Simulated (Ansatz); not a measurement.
Relaxed structures of CH₄NSi, doublet (PBE0-D4/def2-TZVP; forces vanish, vibrations not checked; lower isomers may exist, and structures with a doubtful reference or unclear bonds are left out; Å). Computed with Ansatz 0.2.0 (basis: def2-TZVPP); correlated methods freeze the cores; orbitals are unrestricted.

Q: Rank them by CCSD(T) energy, lowest first, and give each one's height above the lowest. Links in brackets join atoms within 1.22 times the sum of their covalent radii (1.1 for two metals). (Judge from chemistry; the value comes from the calculation.)
A.
CH₄NSi ([CH3][Si][NH])
```
7
angstrom
N -1.4055 -1.1988 0.5366
C 0.6861 0.7186 -0.2520
Si 0.0520 -1.0511 -0.1006
H -1.9522 -2.0264 0.7187
H 0.8988 0.9487 -1.2986
H -0.0710 1.4015 0.1357
H 1.6157 0.8296 0.3110
```
B.
CH₄NSi ([CH][N][SiH3])
```
7
angstrom
N -0.0245 -0.9590 -0.0603
C -0.9559 -1.6452 0.3045
Si 0.5790 0.6612 -0.2088
H -1.9240 -1.3537 0.7557
H 0.8485 0.8967 -1.6458
H -0.3863 1.6782 0.2967
H 1.8362 0.7323 0.5706
```
C.
CH₄NSi ([NH][C][SiH3])
```
7
angstrom
N -0.9876 -1.7589 0.3099
C -0.1031 -0.9910 -0.0264
Si 0.5794 0.7154 -0.2047
H -1.8644 -1.4158 0.7235
H 0.8510 0.9020 -1.6495
H -0.3173 1.8100 0.2762
H 1.8419 0.7383 0.5710
```

A: Computed: A (0.000 eV), B (0.660 eV), C (0.991 eV). Heights count from the lowest.

T1 diagnostic: at most 0.029. ⟨S²⟩ of the unrestricted Hartree–Fock references: 0.78 to 0.81 (a pure state has 0.75). The unrestricted reference is spin-contaminated, which hurts MP2 most.

For scale, one of the runs: CCSD(T)/def2-TZVPP, 160 basis functions, launched by `ansatz run in.yaml --threads 2 --pin off --events-out ev --progress --plain --max-ram 4352MiB`. Hardware: 2 CPU threads of an Arm Neoverse V2, shared host. Wall time 67 s; peak host memory 2.7 GiB.
